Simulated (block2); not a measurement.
# NS (SMILES [N]=S) at DMRG/STO-3G

What is the energy change on altering one bond length of NS at DMRG/STO-3G? The job is set up through a Python script.

The results are computed with block2 0.5.4.

1 further run of the same task is left out (set aside as unsound or not needed). Runs told in other sessions of the task aren't counted.

### Step 1. The structure to begin with

The species is NS (2 atoms), meant as a doublet with charge 0. As SMILES, `[N]=S`. Geometry: relaxed at PBE0-D4/def2-TZVP.

Bond lengths: N1–S2 1.486 Å.

### Step 2. The energy at DMRG/STO-3G

File dmrg.py:

```python
import numpy as np
from pyscf import cc, dft, gto, lo, mcscf, mp, scf
from pyblock2._pyscf.ao2mo import integrals as itg
from pyblock2.driver.core import DMRGDriver, SymmetryTypes

mol = gto.M(atom="""
N      0.000000     0.000000    -0.011220
S      0.000000     0.000000     1.474400
""", basis="sto-3g", spin=1, verbose=3, max_memory=2000)
print("nao = %d" % (mol.nao))
mf = scf.ROHF(mol)
mf.conv_tol = 1e-10
mf.max_cycle = 200
mf.kernel()
if not mf.converged:
    mf = mf.newton().run(mf.mo_coeff, mf.mo_occ)
print("E(SCF) = %.10f" % (mf.e_tot))
ref = scf.UHF(mol).run(mf.make_rdm1(), conv_tol=1e-10)
pt = mp.MP2(ref, frozen=6).run()
mycc = cc.CCSD(ref, frozen=6)
mycc.max_cycle = 150
mycc.kernel()
print("MP2 total energy = %.10f" % (pt.e_tot))
if mycc.converged:
    print(f"E(CCSD) = {mycc.e_tot:.10f}")
    print(f"CCSD(T) total energy = {mycc.e_tot + mycc.ccsd_t():.10f}")
ks = dft.UKS(mol, xc="r2scan").set(conv_tol=1e-9, verbose=3).run(mf.make_rdm1())
if ks.converged:
    print(f"E(r2SCAN) = {ks.e_tot:.8f}")
ks = dft.UKS(mol, xc="blyp").set(conv_tol=1e-9, verbose=3).run(mf.make_rdm1())
if ks.converged:
    print(f"E(BLYP) = {ks.e_tot:.8f}")
ks = dft.UKS(mol, xc="pbe").set(conv_tol=1e-9, verbose=3).run(mf.make_rdm1())
if ks.converged:
    print("E(PBE) = %.8f" % (ks.e_tot))
mo = mf.mo_coeff.copy()
for a, b in ((6, 11), (12, 14)):
    if b - a > 1:
        mo[:, a:b] = lo.Boys(mol, mo[:, a:b]).kernel()
mf.mo_coeff = mo
ncas, n_elec, spin, ecore, h1e, g2e, orb_sym = itg.get_rhf_integrals(mf, ncore=6, ncas=8, pg_symm=False, g2e_symm=8)
driver = DMRGDriver(scratch="./tmp", symm_type=SymmetryTypes.SU2, stack_mem=1500 << 20, n_threads=1)
driver.initialize_system(n_sites=ncas, n_elec=n_elec, spin=spin, orb_sym=orb_sym)
mpo = driver.get_qc_mpo(h1e=h1e, g2e=g2e, ecore=ecore, iprint=1)
occs = np.array([1.9] * 5 + [1.0] * 1 + [0.1] * 2)
ket = driver.get_random_mps(tag="GS", bond_dim=25, nroots=1, occs=occs)
bond_dims = [25] * 4 + [50] * 3 + [75] * 3 + [100] * 3
noises = [0.001] * 4 + [0.0001] * 3 + [0.0001] * 3 + [1e-05] * 3 + [0]
thrds = [1e-08] * 13
e = driver.dmrg(mpo, ket, n_sweeps=19, tol=1e-06, bond_dims=bond_dims, noises=noises, thrds=thrds, iprint=2)
ms, dws, es = driver.get_dmrg_results()
print("DW = %.3e" % (dws[-1]))
print(f"total energy = {e:.10f}")
dm1 = driver.get_1pdm(ket)
print("NOONs =", np.round(np.linalg.eigvalsh(dm1)[::-1], 5).tolist())
c_act = mf.mo_coeff[:, 6:14]
dm_ao = c_act @ dm1 @ c_act.T + 2 * mf.mo_coeff[:, :6] @ mf.mo_coeff[:, :6].T
print("dipole moment (debye) =", np.round(scf.hf.dip_moment(mol, dm_ao, verbose=0), 4).tolist())
print("largest bipartite entropy = %.4f" % (max(driver.get_bipartite_entanglement(ket))))
ci = mcscf.CASCI(mf, 8, (6, 5))
ci.fix_spin_(ss=0.75)
ci.fcisolver.conv_tol = 1e-10
ci.fcisolver.max_cycle = 200
ci.kernel()
print(f"E(FCI) = {ci.e_tot:.10f}")
```

Run with:

```console
$ python dmrg.py
```

Output:

```text
nao = 14
converged SCF energy = -446.82847221875
E(SCF) = -446.8284722188
converged SCF energy = -446.828040004922  <S^2> = 0.78314345  2S+1 = 2.0328733
E(UMP2) = -446.932289935225  E_corr = -0.104249930302944
E(SCS-UMP2) = -446.928152725589  E_corr = -0.100112720667152
E(UCCSD) = -446.9451185242365  E_corr = -0.1170785193147351
MP2 total energy = -446.9322899352
E(CCSD) = -446.9451185242
UCCSD(T) correction = -0.00283565660696659
CCSD(T) total energy = -446.9479541808
converged SCF energy = -447.688125686039  <S^2> = 0.75304147  2S+1 = 2.0030392
E(r2SCAN) = -447.68812569
converged SCF energy = -447.669516355977  <S^2> = 0.75168619  2S+1 = 2.0016855
E(BLYP) = -447.66951636

WARN: HOMO -0.0205879912522771 >= LUMO -0.0345389074524918

WARN: HOMO -0.0206094280511851 >= LUMO -0.0314127072860613

SCF not converged.
SCF energy = -447.480027004506 after 50 cycles  <S^2> = 0.76199567  2S+1 = 2.0119599

WARN: Initial orbitals are close to convergence. Adding a small perturbation.

integral symmetrize error =  0.0
integral cutoff error =  0.0
mpo terms =       2516

[... 24 lines left out ...]
 --> Site =    0-   1 .. Mmps =    2 Ndav =  15 E =   -446.8296826146 Error = 0.00e+00 FLOPS = 3.23e+07 Tdav = 0.00 T = 0.00
[... 17 lines left out ...]
 <-- Site =    4-   5 .. Mmps =   25 Ndav =   7 E =   -446.9093227068 Error = 6.28e-07 FLOPS = 6.25e+08 Tdav = 0.00 T = 0.01
[... 17 lines left out ...]
 --> Site =    4-   5 .. Mmps =   25 Ndav =  10 E =   -446.9469424039 Error = 7.13e-05 FLOPS = 1.53e+09 Tdav = 0.00 T = 0.02
[... 17 lines left out ...]
 <-- Site =    0-   1 .. Mmps =   25 Ndav =   2 E =   -446.9485423836 Error = 4.57e-20 FLOPS = 1.97e+08 Tdav = 0.00 T = 0.00
[... 26 lines left out ...]
 <-- Site =    5-   6 .. Mmps =   10 Ndav =   1 E =   -446.9491306749 Error = 0.00e+00 FLOPS = 1.00e+09 Tdav = 0.00 T = 0.01
[... 17 lines left out ...]
 --> Site =    3-   4 .. Mmps =   50 Ndav =   1 E =   -446.9499381489 Error = 1.33e-07 FLOPS = 2.35e+09 Tdav = 0.00 T = 0.03
[... 17 lines left out ...]
 <-- Site =    1-   2 .. Mmps =   75 Ndav =   1 E =   -446.9499381522 Error = 1.23e-10 FLOPS = 1.23e+09 Tdav = 0.00 T = 0.01
[... 26 lines left out ...]
 <-- Site =    6-   7 .. Mmps =    3 Ndav =   1 E =   -446.9499381517 Error = 0.00e+00 FLOPS = 6.05e+08 Tdav = 0.00 T = 0.00
[... 17 lines left out ...]
 --> Site =    2-   3 .. Mmps =   48 Ndav =   1 E =   -446.9499381518 Error = 0.00e+00 FLOPS = 2.07e+09 Tdav = 0.00 T = 0.02
[... 17 lines left out ...]
 <-- Site =    2-   3 .. Mmps =  100 Ndav =   1 E =   -446.9499381518 Error = 1.01e-12 FLOPS = 2.08e+09 Tdav = 0.00 T = 0.03
[... 12 lines left out ...]
 --> Site =    1-   2 .. Mmps =   15 Ndav =   1 E =   -446.9499381518 Error = 0.00e+00 FLOPS = 1.42e+09 Tdav = 0.00 T = 0.01
 --> Site =    2-   3 .. Mmps =   48 Ndav =   1 E =   -446.9499381518 Error = 0.00e+00 FLOPS = 2.07e+09 Tdav = 0.00 T = 0.02
 --> Site =    3-   4 .. Mmps =  100 Ndav =   1 E =   -446.9499381518 Error = 1.35e-12 FLOPS = 2.45e+09 Tdav = 0.00 T = 0.03
 --> Site =    4-   5 .. Mmps =  100 Ndav =   1 E =   -446.9499381518 Error = 8.32e-10 FLOPS = 2.13e+09 Tdav = 0.00 T = 0.05
 --> Site =    5-   6 .. Mmps =  100 Ndav =   1 E =   -446.9499381518 Error = 5.19e-19 FLOPS = 1.49e+09 Tdav = 0.00 T = 0.02
 --> Site =    6-   7 .. Mmps =   54 Ndav =   1 E =   -446.9499381518 Error = 1.47e-20 FLOPS = 7.41e+08 Tdav = 0.00 T = 0.01
[... 8 lines left out ...]
Sweep =   13 | Direction = backward | Bond dimension =  100 | Noise =  0.00e+00 | Dav threshold =  1.00e-07
 <-- Site =    6-   7 .. Mmps =    3 Ndav =   1 E =   -446.9499381518 Error = 0.00e+00 FLOPS = 7.54e+08 Tdav = 0.00 T = 0.00
 <-- Site =    5-   6 .. Mmps =   10 Ndav =   1 E =   -446.9499381518 Error = 0.00e+00 FLOPS = 1.54e+09 Tdav = 0.00 T = 0.01
 <-- Site =    4-   5 .. Mmps =   31 Ndav =   1 E =   -446.9499381518 Error = 4.06e-21 FLOPS = 2.18e+09 Tdav = 0.00 T = 0.04
 <-- Site =    3-   4 .. Mmps =   56 Ndav =   1 E =   -446.9499381518 Error = 8.14e-21 FLOPS = 2.47e+09 Tdav = 0.00 T = 0.02
 <-- Site =    2-   3 .. Mmps =   56 Ndav =   1 E =   -446.9499381518 Error = 3.19e-20 FLOPS = 2.12e+09 Tdav = 0.00 T = 0.02
 <-- Site =    1-   2 .. Mmps =   33 Ndav =   1 E =   -446.9499381518 Error = 7.17e-20 FLOPS = 1.37e+09 Tdav = 0.00 T = 0.01
 <-- Site =    0-   1 .. Mmps =    9 Ndav =   1 E =   -446.9499381518 Error = 4.20e-21 FLOPS = 2.65e+08 Tdav = 0.00 T = 0.01
Time elapsed =      1.393 | E =    -446.9499381518 | DE = 8.96e-12 | DW = 7.17459e-20
Time sweep =        0.114 | 7.40 MFLOP/SWP
 | Dmem = 0.98 MB (1%) | Imem = 57.6 KB (97%) | Hmem = 7.59 MB | Wmem = 7.82 KB | Pmem = 0 B
 | Tread = 0.002 | Twrite = 0.001 | Tfpread = 0.002 | Tfpwrite = 0.001 | Tmporead = 0.000
 | data = 630 KB | cpsd = 467 KB | Tasync = 0.000
 | Trot = 0.003 | Tctr = 0.000 | Tint = 0.000 | Tmid = 0.000 | Tdctr = 0.000 | Tdiag = 0.002 | Tinfo = 0.003
 | Teff = 0.094 | Tprt = 0.000 | Teig = 0.004 | Tblk = 0.105 | Tmve = 0.008 | Tdm = 0.000 | Tsplt = 0.001 | Tsvd = 0.000 | Torth = 0.000

DW = 7.175e-20
total energy = -446.9499381518
NOONs = [1.99755, 1.98942, 1.96684, 1.96613, 1.88237, 1.03249, 0.12837, 0.03683]
dipole moment (debye) = [0.0, 0.0, 1.5209]
largest bipartite entropy = 0.5607
CASCI E = -446.949938154866  E(CI) = -29.9960235073304  S^2 = 0.7500000
E(FCI) = -446.9499381549
```

Wall time 6 s (1 thread of Arm Neoverse V2, shared host); peak memory 0.25 GiB.

### Step 3. The distorted shape: the energy at DMRG/STO-3G

File block2_dmrg.py:

```python
import numpy as np
from pyscf import cc, dft, gto, mcscf, mp, scf
from pyblock2._pyscf.ao2mo import integrals as itg
from pyblock2.driver.core import DMRGDriver, SymmetryTypes

mol = gto.M(atom="""
N      0.000000     0.000000    -1.794000
S      0.000000     0.000000     1.474400
""", basis="sto-3g", spin=1, verbose=4)
print("basis functions = %d" % (mol.nao))
mf = scf.ROHF(mol)
mf.conv_tol = 1e-10
mf.max_cycle = 200
mf.kernel()
if not mf.converged:
    mf = mf.newton().run(mf.mo_coeff, mf.mo_occ)
print("SCF energy = %.10f" % (mf.e_tot))
ref = scf.UHF(mol).run(mf.make_rdm1(), conv_tol=1e-10)
pt = mp.MP2(ref, frozen=6).run()
mycc = cc.CCSD(ref, frozen=6)
mycc.max_cycle = 150
mycc.kernel()
print("E(MP2) = %.10f" % (pt.e_tot))
if mycc.converged:
    print("CCSD total energy = %.10f" % (mycc.e_tot))
    print("E(CCSD(T)) = %.10f" % (mycc.e_tot + mycc.ccsd_t()))
ks = dft.UKS(mol, xc="r2scan").set(conv_tol=1e-9, verbose=3).run(mf.make_rdm1())
if ks.converged:
    print("E(r2SCAN) = %.8f" % (ks.e_tot))
ks = dft.UKS(mol, xc="blyp").set(conv_tol=1e-9, verbose=3).run(mf.make_rdm1())
if ks.converged:
    print(f"E(BLYP) = {ks.e_tot:.8f}")
ks = dft.UKS(mol, xc="pbe").set(conv_tol=1e-9, verbose=3).run(mf.make_rdm1())
if ks.converged:
    print("E(PBE) = %.8f" % (ks.e_tot))
ncas, n_elec, spin, ecore, h1e, g2e, orb_sym = itg.get_rhf_integrals(mf, ncore=6, ncas=8, pg_symm=False, g2e_symm=1)
dmrg = DMRGDriver(scratch="./tmp", symm_type=SymmetryTypes.SU2, stack_mem=1500 << 20, n_threads=1)
idx = dmrg.orbital_reordering(h1e, g2e, method="gaopt")
print("orbital order:", idx.tolist())
h1e = h1e[np.ix_(idx, idx)]
g2e = g2e[np.ix_(idx, idx, idx, idx)]
orb_sym = np.array(orb_sym)[idx]
dmrg.initialize_system(n_sites=ncas, n_elec=n_elec, spin=spin, orb_sym=orb_sym)
mpo = dmrg.get_qc_mpo(h1e=h1e, g2e=g2e, ecore=ecore, iprint=1)
occs = np.array([1.8] * 5 + [1.0] * 1 + [0.2] * 2)[idx]
psi = dmrg.get_random_mps(tag="GS", bond_dim=75, nroots=1, occs=occs)
bond_dims = [75] * 3 + [100] * 4
noises = [0.0001] * 3 + [1e-05] * 4 + [0]
thrds = [1e-07] * 7
e = dmrg.dmrg(mpo, psi, n_sweeps=13, tol=1e-06, bond_dims=bond_dims, noises=noises, thrds=thrds, iprint=2)
ms, dws, es = dmrg.get_dmrg_results()
print("max discarded weight = %.3e" % (dws[-1]))
print("E(final) = %.10f" % (e))
dm1 = dmrg.get_1pdm(psi)
print("natural occupations =", np.round(np.linalg.eigvalsh(dm1)[::-1], 5).tolist())
c_act = mf.mo_coeff[:, 6:14][:, idx]
dm_ao = c_act @ dm1 @ c_act.T + 2 * mf.mo_coeff[:, :6] @ mf.mo_coeff[:, :6].T
print("dipole / D =", np.round(scf.hf.dip_moment(mol, dm_ao, verbose=0), 4).tolist())
print(f"largest bipartite entropy = {max(dmrg.get_bipartite_entanglement(psi)):.4f}")
csf, coef = dmrg.get_csf_coefficients(psi, cutoff=0.05, iprint=1)
print("c0^2 = %.4f" % (np.max(np.abs(coef)) ** 2))
ci = mcscf.CASCI(mf, 8, (6, 5))
ci.fix_spin_(ss=0.75)
ci.fcisolver.conv_tol = 1e-10
ci.fcisolver.max_cycle = 200
ci.kernel()
print("FCI energy = %.10f" % (ci.e_tot))
```

Run with:

```console
$ python block2_dmrg.py
```

Output:

```text
[INPUT] verbose = 4
[INPUT] num. atoms = 2
[INPUT] num. electrons = 23
[INPUT] charge = 0
[INPUT] spin (= nelec alpha-beta = 2S) = 1
[INPUT] symmetry False subgroup None
[INPUT] Mole.unit = angstrom
[INPUT] Symbol           X                Y                Z      unit          X                Y                Z       unit  Magmom
[INPUT]  1 N      0.000000000000   0.000000000000  -1.794000000000 AA    0.000000000000   0.000000000000  -3.390168667470 Bohr   0.0
[INPUT]  2 S      0.000000000000   0.000000000000   1.474400000000 AA    0.000000000000   0.000000000000   2.786212198059 Bohr   0.0

nuclear repulsion = 18.1335967516338
number of shells = 8
number of NR pGTOs = 42
number of NR cGTOs = 14
basis = sto-3g
ecp = {}
CPU time:         0.42
basis functions = 14

******** <class 'pyscf.scf.rohf.ROHF'> ********
method = ROHF
initial guess = minao
damping factor = 0
level_shift factor = 0
DIIS = <class 'pyscf.scf.diis.CDIIS'>
diis_start_cycle = 1
diis_space = 8
diis_damp = 0
SCF conv_tol = 1e-10
SCF conv_tol_grad = None
SCF max_cycles = 200
direct_scf = True
direct_scf_tol = 1e-13
chkfile to save SCF result = tmpwc3q7mgl
max_memory 1800 MB (current use 108 MB)
num. doubly occ = 11  num. singly occ = 1
Set gradient conv threshold to 1e-05
init E= -445.545717110795

cycle= 1 E= -445.090665189857  delta_E= 0.455  |g|= 0.613  |ddm|=  1.6

WARN: HOMO 0.363064991304903 >= LUMO 0.363869485535139

cycle= 2 E= -442.93044885789  delta_E= 2.16  |g|= 0.452  |ddm|= 3.39

WARN: HOMO 0.398008407359229 >= LUMO 0.299503478381567

[... 118 lines left out ...]
SCF energy = -446.5847912697
[... 234 lines left out ...]
WARN: HOMO 0.443879499748638 >= LUMO 0.442291603083062
[... 21 lines left out ...]
WARN: HOMO 0.468615099355209 >= LUMO 0.467994446296485
[... 21 lines left out ...]
WARN: HOMO 0.439538752965004 >= LUMO 0.439021604703846
[... 11 lines left out ...]
integral cutoff error =  0.0
[... 32 lines left out ...]
 --> Site =    6-   7 .. Mmps =   20 Ndav =   1 E =   -446.8497860271 Error = 3.90e-20 FLOPS = 6.05e+08 Tdav = 0.00 T = 0.01
[... 15 lines left out ...]
 <-- Site =    0-   1 .. Mmps =   30 Ndav =   1 E =   -446.8497888931 Error = 5.49e-20 FLOPS = 6.42e+08 Tdav = 0.00 T = 0.01
[... 15 lines left out ...]
 --> Site =    6-   7 .. Mmps =   18 Ndav =   1 E =   -446.8497888931 Error = 3.76e-20 FLOPS = 5.72e+08 Tdav = 0.00 T = 0.01
[... 15 lines left out ...]
 <-- Site =    0-   1 .. Mmps =   32 Ndav =   1 E =   -446.8497888931 Error = 6.32e-20 FLOPS = 8.58e+08 Tdav = 0.00 T = 0.01
[... 15 lines left out ...]
 --> Site =    6-   7 .. Mmps =   19 Ndav =   1 E =   -446.8497888931 Error = 4.57e-20 FLOPS = 6.44e+08 Tdav = 0.00 T = 0.01
[... 15 lines left out ...]
 <-- Site =    0-   1 .. Mmps =   30 Ndav =   1 E =   -446.8497888931 Error = 7.69e-20 FLOPS = 8.56e+08 Tdav = 0.00 T = 0.01
[... 15 lines left out ...]
 --> Site =    6-   7 .. Mmps =   24 Ndav =   1 E =   -446.8497888931 Error = 2.12e-20 FLOPS = 6.52e+08 Tdav = 0.00 T = 0.01
[... 10 lines left out ...]
 <-- Site =    5-   6 .. Mmps =   10 Ndav =   1 E =   -446.8497888931 Error = 0.00e+00 FLOPS = 1.51e+09 Tdav = 0.00 T = 0.01
 <-- Site =    4-   5 .. Mmps =   30 Ndav =   1 E =   -446.8497888931 Error = 1.66e-24 FLOPS = 2.16e+09 Tdav = 0.00 T = 0.04
 <-- Site =    3-   4 .. Mmps =   52 Ndav =   1 E =   -446.8497888931 Error = 8.04e-21 FLOPS = 2.48e+09 Tdav = 0.00 T = 0.02
 <-- Site =    2-   3 .. Mmps =   46 Ndav =   1 E =   -446.8497888931 Error = 2.97e-20 FLOPS = 2.14e+09 Tdav = 0.00 T = 0.02
 <-- Site =    1-   2 .. Mmps =   16 Ndav =   1 E =   -446.8497888931 Error = 5.88e-21 FLOPS = 1.19e+09 Tdav = 0.00 T = 0.01
 <-- Site =    0-   1 .. Mmps =    4 Ndav =   1 E =   -446.8497888931 Error = 1.60e-20 FLOPS = 7.01e+07 Tdav = 0.00 T = 0.01
[... 6 lines left out ...]
 | Teff = 0.090 | Tprt = 0.000 | Teig = 0.004 | Tblk = 0.100 | Tmve = 0.008 | Tdm = 0.000 | Tsplt = 0.001 | Tsvd = 0.000 | Torth = 0.000

max discarded weight = 2.975e-20
E(final) = -446.8497888931
natural occupations = [1.99998, 1.99997, 1.99986, 1.08757, 1.01083, 1.00001, 0.98919, 0.91258]
dipole / D = [0.0, 0.0, -0.0031]
largest bipartite entropy = 0.3289
DTRIE T =      0.001
Number of CSF =          5 (cutoff =      0.05)
Sum of weights of included CSF =    0.997760490456835

CSF          0 2+2+-2--  =   -0.935222052322810
CSF          1 2+2022--  =    0.225181538384131
CSF          2 +22+-2--  =   -0.216106137482759
CSF          3 2+2202--  =   -0.151677641556326
CSF          4 +22022--  =    0.052014502507430
c0^2 = 0.8746

******** <class 'pyscf.mcscf.casci.CASCI'> ********
CAS (6e+5e, 8o), ncore = 6, nvir = 0
natorb = False
canonicalization = True
sorting_mo_energy = False
max_memory 1800 MB (current use 264 MB)
******** <class 'pyscf.fci.addons.SpinPenaltyFCISolver'> ********
max. cycles = 200
conv_tol = 1e-10
davidson only = True
linear dependence = 1e-12
level shift = 0.001
max iter space = 12
max_memory 1800 MB
nroots = 1
pspace_size = 400
spin = None
Density matrix diagonal elements [1.99996196 1.99982302 1.0414045  1.00015927 1.95874021 1.00011417
 0.99992096 0.9998759 ]
CASCI converged
CASCI E = -446.848616659634  E(CI) = -24.0707461512598  S^2 = 0.7500000
FCI energy = -446.8486166596
```

Wall time 12 s (1 thread of Arm Neoverse V2, shared host); peak memory 0.25 GiB.

### Step 4. Results

At DMRG/STO-3G, 6 core orbitals frozen:

```
                                                                   quantity          value
                                           run 1, DMRG/STO-3G: total energy  -446.94994 Eh
run 1, DMRG/STO-3G: dipole moment (of the density that the program reports)         1.52 D
                                              distorted shape: total energy  -446.84979 Eh
   distorted shape: dipole moment (of the density that the program reports)         0.00 D
          energy change with the N1–S2 bond stretched from 1.486 to 3.268 Å       2.725 eV
```

What this shows: With the N1–S2 bond stretched from 1.486 to 3.268 Å the energy rises by 2.73 eV (63 kcal/mol). The first shape isn't relaxed at this level, so the change isn't measured from a minimum. The minimal basis adds a large error of its own.
